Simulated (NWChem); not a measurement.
# C3N2 (SMILES N#C[C]C#N) at 5 levels

Wanted: a comparison of 5 runs (UHF/STO-3G, UHF/3-21G, UB3LYP/6-31G*, UB3LYP/pcseg-1) of C3N2. 

Program for the calculation: NWChem 7.3.0.

**1. Starting point**

C3N2: 5 atoms, total charge 0, spin state triplet. As SMILES, `N#C[C]C#N`. The coordinates come from a GFN2-xTB relaxation.

Bond lengths: N1–C2 1.174 Å, C2–C3 1.306 Å, C3–C4 1.306 Å, C4–N5 1.175 Å. Angles: N1–C2–C3 179.6°, C2–C3–C4 178.1°, C3–C4–N5 179.7°.

**2. Energy and gradient at UHF/STO-3G (run 1)**

Contents of c3n2.xyz:

```xyz
5
C3N2
N      1.532090    -0.692390     1.823170
C      0.795650    -0.360720     0.970750
C     -0.020320     0.001870     0.017360
C     -0.802850     0.361180    -0.964270
N     -1.504560     0.690070    -1.847020
```

Contents of c3n2.nw:

```
START c3n2
TITLE "C3N2"
memory stack 880 mb heap 220 mb global 1100 mb

GEOMETRY noautosym nocenter noautoz
load c3n2.xyz
END

BASIS spherical bse
N library STO-3G
C library STO-3G
END

SCF
triplet
uhf
thresh 1e-08
maxiter 80
END

TASK scf gradient
```

The run is started by

```
$ nwchem c3n2.nw > c3n2.out
```

The program printed:

```text
[...]
  functions       =    25
[...]
  wavefunction    = UHF
[...]
         Total SCF energy =   -219.597932988587
      One electron energy =   -513.560395368879
      Two electron energy =    184.757948917233
 Nuclear repulsion energy =    109.204513463059
                       Sz =      1.0000
                 Sz(Sz+1) =      2.0000
                      S^2 =      2.8325
[...]
                         UHF ENERGY GRADIENTS
    atom               coordinates                        gradient
                 x          y          z           x          y          z
   1 N       2.895230  -1.308427   3.445292   -0.090507   0.040656  -0.105397
   2 C       1.503560  -0.681662   1.834452    0.067905  -0.030446   0.079178
   3 C      -0.038399   0.003534   0.032806    0.000818   0.000000  -0.001107
   4 C      -1.517167   0.682531  -1.822206   -0.064677   0.030002  -0.080993
   5 N      -2.843206   1.304043  -3.490362    0.086461  -0.040212   0.108319
[...]
```

Run time: 1.2 s. Hardware: 1 thread of AMD EPYC 9R45 (Zen 5), shared host; peak memory 0.1 GiB.

**3. Energy and forces at UHF/3-21G (run 2)**

Contents of run.py:

```python
from ase import Atoms
from ase.calculators.nwchem import NWChem

mol = Atoms(['N', 'C', 'C', 'C', 'N'], positions=[
    [1.532090, -0.692390, 1.823170],
    [0.795650, -0.360720, 0.970750],
    [-0.020320, 0.001870, 0.017360],
    [-0.802850, 0.361180, -0.964270],
    [-1.504560, 0.690070, -1.847020],
])

calc = NWChem(
    label='c3n2',
    theory='scf',
    memory='2200 mb',
    basis='3-21G',
    basispar='spherical bse',
    scf={'nopen': '2', 'uhf': None, 'thresh': '1e-08', 'maxiter': '80'},
)
mol.calc = calc

forces = mol.get_forces()
print(f"energy = {mol.get_potential_energy():.6f} eV")
print("forces (eV/A):")
for s, f in zip(mol.symbols, forces):
    print(f"{s:2s} {f[0]:10.5f} {f[1]:10.5f} {f[2]:10.5f}")
```

The run is started by

```
$ export ASE_NWCHEM_COMMAND="nwchem PREFIX.nwi > PREFIX.nwo"
$ python run.py
```

The program printed:

```text
energy = -6018.942640 eV
forces (eV/A):
N     1.58241   -0.69877    1.84867
C    -1.54991    0.66026   -1.75884
C     0.06556   -0.01090   -0.03625
C     1.40542   -0.63697    1.83695
N    -1.50348    0.68638   -1.89053
```

The calculator wrote c3n2.nwi:

```
title "c3n2"

permanent_dir c3n2

scratch_dir c3n2

start c3n2

geometry units angstrom nocenter noautosym noautoz
  N  1.5320900000000000e+00 -6.9238999999999995e-01 1.8231700000000000e+00
  C  7.9564999999999997e-01 -3.6071999999999999e-01 9.7075000000000000e-01
  C  -2.0320000000000001e-02 1.8699999999999999e-03 1.7360000000000000e-02
  C  -8.0284999999999995e-01 3.6118000000000000e-01 -9.6426999999999996e-01
  N  -1.5045599999999999e+00 6.9006999999999996e-01 -1.8470200000000001e+00
end

memory 2200 mb

basis spherical bse noprint
   * library 3-21G
end

scf
  nopen 2
  uhf
  thresh 1e-08
  maxiter 80
end

task scf gradient
```

c3n2.nwo:

```text
Northwest Computational Chemistry Package (NWChem) 7.3.0
             --------------------------------------------------------

           Job information
           ---------------

    nwchem branch   = 7.3.0
    use scalapack   = T
    input           = c3n2.nwi
    prefix          = c3n2.
    data base       = c3n2/c3n2.db
    status          = startup
    nproc           =        1

           Memory information
           ------------------

    heap     =     72089594 doubles =      550.0 Mbytes
    stack    =     72089599 doubles =      550.0 Mbytes
    global   =    144179200 doubles =     1100.0 Mbytes (distinct from heap & stack)
    total    =    288358393 doubles =     2200.0 Mbytes
    verify   = yes
    hardfail = no

[... 36 lines left out ...]
            Nuclear Dipole moment (a.u.)
[... 75 lines left out ...]
 1-e energy   =    -513.673829
[... 7 lines left out ...]
         Quadratically convergent UHF
[... 14 lines left out ...]
       Final UHF  results
[... 3 lines left out ...]
      One electron energy =   -513.739335177394
[... 1 line left out ...]
 Nuclear repulsion energy =    109.204513463058
[... 39 lines left out ...]
          Final beta eigenvalues
[... 204 lines left out ...]
                     UHF Final Beta Molecular Orbital Analysis
[... 244 lines left out ...]
    atom               coordinates                        gradient
                 x          y          z           x          y          z
   1 N       2.895230  -1.308427   3.445292   -0.030773   0.013589  -0.035951
   2 C       1.503560  -0.681662   1.834452    0.030141  -0.012840   0.034204
   3 C      -0.038399   0.003534   0.032806   -0.001275   0.000212   0.000705
   4 C      -1.517167   0.682531  -1.822206   -0.027331   0.012387  -0.035723
   5 N      -2.843206   1.304043  -3.490362    0.029238  -0.013348   0.036765

                 ----------------------------------------
                 |  Time  |  1-e(secs)   |  2-e(secs)   |
                 ----------------------------------------
                 |  CPU   |       0.00   |       0.07   |
                 ----------------------------------------
                 |  WALL  |       0.00   |       0.07   |
                 ----------------------------------------

 Task  times  cpu:        1.0s     wall:        1.0s
 Total times  cpu:        1.0s     wall:        1.0s
```

Wall time 1.8 s (1 thread of AMD EPYC 9R45 (Zen 5), shared host); peak memory 0.099 GiB.

**4. Energy and forces at UB3LYP/6-31G(d) (spherical functions) (run 3)**

Contents of work.nw:

```
echo
start work
title "C3N2"
memory 2200 mb

geometry noautosym nocenter noautoz
   N     1.532090   -0.692390    1.823170
   C     0.795650   -0.360720    0.970750
   C    -0.020320    0.001870    0.017360
   C    -0.802850    0.361180   -0.964270
   N    -1.504560    0.690070   -1.847020
end

basis spherical bse
   N library 6-31G*
   C library 6-31G*
end

dft
   xc b3lyp
   mult 3
   grid xfine
   convergence energy 1e-08
   iterations 100
   mulliken
   print low
end

task dft gradient
```

The run is started by

```
$ nwchem work.nw > work.out
```

The program printed:

```text
[...]
 d= 0,ls=0.0,diis     1   -223.5000674913 -3.33D+02  2.88D-02  2.87D-01     1.1
[...]
 d= 0,ls=0.0,diis    13   -223.6701006028 -1.98D-09  4.54D-07  6.10D-10    12.8
[...]
         Total DFT energy =     -223.670100602815
      One electron energy =     -516.427626722879
           Coulomb energy =      213.504802739048
    Exchange-Corr. energy =      -29.951790082042
 Nuclear repulsion energy =      109.204513463059
[...]
      Total Density - Mulliken Population Analysis
     ---------------------------------------------
    Atom       Charge   Shell Charges
 -----------   ------   -------------------------------------------------------
    1 N    7     7.24   2.00  0.87  2.23  0.89  1.22  0.04
    2 C    6     6.12   2.00  0.68  2.06  0.52  0.82  0.05
    3 C    6     5.28   2.00  0.68  2.05  0.44  0.09  0.03
    4 C    6     6.12   2.00  0.68  2.06  0.52  0.82  0.05
    5 N    7     7.24   2.00  0.87  2.23  0.89  1.22  0.04
[...]
      <S2> =      2.0729 (Exact =     2.0000)
                         DFT ENERGY GRADIENTS
    atom               coordinates                        gradient
                 x          y          z           x          y          z
   1 N       2.895230  -1.308427   3.445292   -0.025009   0.011131  -0.029515
   2 C       1.503560  -0.681662   1.834452    0.015223  -0.006506   0.017696
   3 C      -0.038399   0.003534   0.032806   -0.000256   0.000103  -0.000169
   4 C      -1.517167   0.682531  -1.822206   -0.013919   0.006191  -0.017795
   5 N      -2.843206   1.304043  -3.490362    0.023962  -0.010918   0.029782
 Task  times  cpu:       14.4s     wall:       14.4s
 Total times  cpu:       14.4s     wall:       14.4s
```

Wall time 15 s (1 thread of AMD EPYC 9R45 (Zen 5), shared host); peak memory 0.13 GiB.

Run 4 isn't shown in full; the table further down has it.

**5. Energy and forces at UB3LYP/6-31G(d) (Cartesian functions) (run 5)**

Contents of nw.nw:

```
START nw
memory 2200 mb
charge 0

GEOMETRY units bohr noautosym nocenter noautoz
   N      2.89523050    -1.30842747     3.44529198
   C      1.50356059    -0.68166201     1.83445164
   C     -0.03839923     0.00353379     0.03280565
   C     -1.51716662     0.68253128    -1.82220621
   N     -2.84320634     1.30404331    -3.49036195
END

BASIS "ao basis" cartesian
   * library 6-31G*
END

DFT
   xc b3lyp
   mult 3
   grid xfine
   convergence energy 1e-08
   maxiter 100
   mulliken
END

TASK dft gradient
```

The run is started by

```
$ nwchem nw.nw > nw.out
```

The program printed:

```text
[...]
          Wavefunction type:  spin polarized.
          No. of atoms     :     5
          No. of electrons :    32
[...]
          Charge           :     0
          Spin multiplicity:     3
[...]
          AO basis - number of functions:    75
[...]
              XC Information
              --------------
                         B3LYP Method XC Potential
                     Hartree-Fock (Exact) Exchange  0.200
                        Slater Exchange Functional  0.800 local
                    Becke 1988 Exchange Functional  0.720 non-local
              Lee-Yang-Parr Correlation Functional  0.810
                  VWN I RPA Correlation Functional  0.190 local
[...]
 d= 0,ls=0.0,diis     1   -223.5041635980 -3.33D+02  2.56D-02  3.23D-01     1.2
[...]
 d= 0,ls=0.0,diis    13   -223.6762130189 -2.16D-09  3.26D-07  3.55D-10    14.2
[...]
         Total DFT energy =     -223.676213018915
      One electron energy =     -516.431949471944
           Coulomb energy =      213.473074895434
    Exchange-Corr. energy =      -29.921843971301
 Nuclear repulsion energy =      109.204505528896
[...]
      Total Density - Mulliken Population Analysis
     ---------------------------------------------
    Atom       Charge   Shell Charges
 -----------   ------   -------------------------------------------------------
    1 N    7     7.44   1.99  0.86  2.23  1.16  1.22 -0.02
    2 C    6     5.99   1.99  0.71  2.06  0.58  0.65 -0.01
    3 C    6     5.15   1.99  0.71  2.05  0.43 -0.02 -0.01
    4 C    6     5.99   1.99  0.71  2.06  0.58  0.65 -0.01
    5 N    7     7.44   1.99  0.86  2.23  1.16  1.22 -0.02
[...]
      <S2> =      2.0727 (Exact =     2.0000)
[...]
  wavefunction    = open shell
                         DFT ENERGY GRADIENTS
    atom               coordinates                        gradient
                 x          y          z           x          y          z
   1 N       2.895231  -1.308427   3.445292   -0.024831   0.011060  -0.029335
   2 C       1.503561  -0.681662   1.834452    0.015042  -0.006453   0.017601
   3 C      -0.038399   0.003534   0.032806   -0.000170   0.000094  -0.000244
   4 C      -1.517167   0.682531  -1.822206   -0.013858   0.006149  -0.017590
   5 N      -2.843206   1.304043  -3.490362    0.023817  -0.010850   0.029569
[...]
```

Run time: 17 s. Hardware: 1 thread of AMD EPYC 9R45 (Zen 5), shared host; peak memory 0.14 GiB.

**6. The series**

| run | level | iteration cap | module | energy (Eh) | dipole moment (D) | HOMO energy (eV) | LUMO energy (eV) | wall time |
| --- | --- | --- | --- | --- | --- | --- | --- | --- |
| 1 | UHF/STO-3G | 80 | scf | -219.597933 | 0.07 | -10.96 | 4.59 | 1.2 s |
| 2 | UHF/3-21G | 80 | scf | -221.192064 | 0.06 | -12.57 | 0.95 | 1.8 s |
| 3 | UB3LYP/6-31G* (spherical functions) | 100 | dft | -223.670101 | – | – | – | 15 s |
| 4 | UB3LYP/pcseg-1 | 100 | dft | -223.636796 | 0.06 | – | – | 14 s |
| 5 | UB3LYP/6-31G* (Cartesian functions) | 100 | dft | -223.676213 | 0.07 | -8.12 | -4.77 | 17 s |

**7. What came out**

```
                                 quantity          value
                      run 5: total energy  -223.67621 Eh
                     run 5: dipole moment         0.07 D
run 5: HOMO energy (highest over α and β)       -8.12 eV
 run 5: LUMO energy (lowest over α and β)       -4.77 eV
                              run 5: ⟨S²⟩          2.073
          run 5: largest force on an atom     2.057 eV/Å
```

**Reading.** Over runs 1, 2, 4, 5 the dipole moment (its size) runs from 0.06 D (UHF/3-21G) to 0.07 D (UB3LYP/6-31G*). The two ends differ in method and basis. In run 1 the basis is minimal, so the values are rough. Spin contamination of the reference: run 1 ⟨S²⟩ = 2.83, run 2 ⟨S²⟩ = 2.70. Where it is this large, the reference is a mixture of spin states, and values that rest on it are in doubt. All runs together took 49 s, the longest 17 s.
